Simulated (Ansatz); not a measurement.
# SiH2O2 (SMILES O[Si]O): BLYP/aug-cc-pVDZ

What is the energy change on altering one bond length of SiH2O2 at BLYP/aug-cc-pVDZ? 

Program for the calculation: Ansatz 0.2.0.

64 further runs of the same task are left out: 64 set aside as unsound or not needed.

### 1 Starting point

SiH2O2: 5 atoms, total charge 0, spin state singlet. SMILES: `O[Si]O`. Geometry: relaxed at PBE0-D4/def2-TZVP. This is one conformer, not always the lowest.

Bond lengths: O1–Si2 1.642 Å, Si2–O3 1.663 Å, O1–H4 0.964 Å, O3–H5 0.960 Å. Angles: O1–Si2–O3 99.4°, Si2–O1–H4 117.5°, Si2–O3–H5 116.1°.

### 2 A single-point energy at BLYP/aug-cc-pVDZ

in.yaml

```yaml
crystal:
  periodic: [false, false, false]
  atoms:
    - {symbol: O, position_ang: [-1.443200, -0.105600, -0.275000]}
    - {symbol: Si, position_ang: [-0.212000, -0.791300, 0.567700]}
    - {symbol: O, position_ang: [1.036000, 0.187500, 0.068600]}
    - {symbol: H, position_ang: [-1.231900, 0.648900, -0.836100]}
    - {symbol: H, position_ang: [1.901100, -0.013100, 0.433400]}
basis:
  gaussian:
    orbitals: aug-cc-pVDZ
hamiltonian:
  xc: {name: BLYP}
accuracy: high
output: {orbitals: {seedname: orbitals}}
```

The run is started by

```sh
$ ansatz run in.yaml --threads 1 --pin off --max-ram 3480MiB --events-out events.jsonl --progress --plain --runs-dir runs
```

What it wrote:

```text
Warning: RAYON_NUM_THREADS=1 ignored (pool sized by the plan → 1); use --threads N
Functional definition: BLYP
  name "BLYP"
  parameter beta = 0.0042
  parameter a = 0.04918
  parameter b = 0.132
  parameter c = 0.2533
  parameter d = 0.349
  exchange = b88_x(beta = beta)
  correlation = lyp_c(a = a, b = b, c = c, d = d)
1788 factors; integrals over basis functions are off by at most 3.4e-9 eV
mean field evaluation 1: about -11991.9209 eV, gradient 8.9e1 eV
mean field evaluation 2: about -11889.5521 eV, gradient 2.2e2 eV
mean field evaluation 4: about -12005.5920 eV, gradient 8.4e0 eV
mean field evaluation 8: about -12005.8000 eV, gradient 2.2e-1 eV
mean field evaluation 16: about -12005.8001 eV, gradient 4.9e-6 eV
mean field -12005.80008387 eV, -441.2050152585 hartree, gradient 6.7e-8 eV, S^2 0.000000; 0 other end points of the search recorded, 0 dependent functions left out
reference -12005.80013215 eV, -441.2050170330 hartree; 16, 16 occupied and 75, 75 virtual orbitals, 1788 factors
Total energy: -12005.80013215 eV, -441.2050170330 hartree
```

Wall time 5.1 s (1 thread of Arm Neoverse V2, shared host); peak memory 0.21 GiB.

### 3 The distorted shape

input.yaml

```yaml
crystal:
  periodic: [false, false, false]
  atoms:
    - {symbol: O, position_ang: [-1.875757, -0.005298, -0.457403]}
    - {symbol: Si, position_ang: [-0.644557, -0.690998, 0.385297]}
    - {symbol: O, position_ang: [0.603443, 0.287802, -0.113803]}
    - {symbol: H, position_ang: [-1.664457, 0.749202, -1.018503]}
    - {symbol: H, position_ang: [1.901100, -0.013100, 0.433400]}
basis:
  gaussian:
    orbitals: aug-cc-pVDZ
hamiltonian:
  xc: {name: BLYP}
accuracy: high
output:
  orbitals: {seedname: orbitals}
```

The run is started by

```sh
$ ansatz run input.yaml --threads 1 --pin off --max-ram 3480MiB --events-out events.jsonl --progress --plain --runs-dir runs
```

What it wrote:

```text
Warning: RAYON_NUM_THREADS=1 ignored (pool sized by the plan → 1); use --threads N
Functional definition: BLYP
  name "BLYP"
  parameter beta = 0.0042
  parameter a = 0.04918
  parameter b = 0.132
  parameter c = 0.2533
  parameter d = 0.349
  exchange = b88_x(beta = beta)
  correlation = lyp_c(a = a, b = b, c = c, d = d)
1807 factors; integrals over basis functions are off by at most 3.2e-9 eV
mean field evaluation 1: about -11988.2619 eV, gradient 9.1e1 eV
mean field evaluation 2: about -11797.0319 eV, gradient 2.5e2 eV
mean field evaluation 4: about -12002.7746 eV, gradient 1.9e1 eV
mean field evaluation 8: about -12003.7365 eV, gradient 6.9e-1 eV
mean field evaluation 16: about -12003.7379 eV, gradient 4.3e-5 eV
mean field -12003.73787828 eV, -441.1292306011 hartree, gradient 3.1e-8 eV, S^2 0.000000; 0 other end points of the search recorded, 0 dependent functions left out
reference -12003.73792796 eV, -441.1292324267 hartree; 16, 16 occupied and 75, 75 virtual orbitals, 1807 factors
Total energy: -12003.73792796 eV, -441.1292324267 hartree
```

It took 5.7 s on 1 thread of Arm Neoverse V2, shared host; peak memory 0.21 GiB.

### 4 What came out

At BLYP/aug-cc-pVDZ:

| quantity | value |
| --- | --- |
| first shape: total energy | -441.20502 Eh |
| first shape: HOMO energy | -5.99 eV |
| first shape: LUMO energy | -1.97 eV |
| first shape: HOMO–LUMO gap | 4.02 eV |
| distorted shape: total energy | -441.12923 Eh |
| distorted shape: HOMO energy | -5.84 eV |
| distorted shape: LUMO energy | -3.59 eV |
| distorted shape: HOMO–LUMO gap | 2.25 eV |
| energy change with the O3–H5 bond stretched from 0.960 to 1.440 Å | 2.062 eV |

**Reading.** One bond (distorted shape) is far stretched, which a spin-restricted single reference describes badly; a broken-symmetry solution may lie lower. With the O3–H5 bond stretched from 0.960 to 1.440 Å the energy rises by 2.06 eV (48 kcal/mol). The first shape isn't relaxed at this level, so the change isn't measured from a minimum. A restricted reference can't describe the breaking bond well at this length.
